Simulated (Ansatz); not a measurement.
Species: CHN, SMILES `C#N` (charge 0, multiplicity 1).

### Question
Give a relaxed geometry from PBE0-D4/def2-TZVP in Ansatz (a first-principles code).

### Answer
the end point of this relaxation (outside a Z-matrix the atoms follow the SMILES, hydrogens last).
Bonded distances (Å): C1–N2 1.146, C1–H3 1.069. Angles (°): N2–C1–H3 180.0.
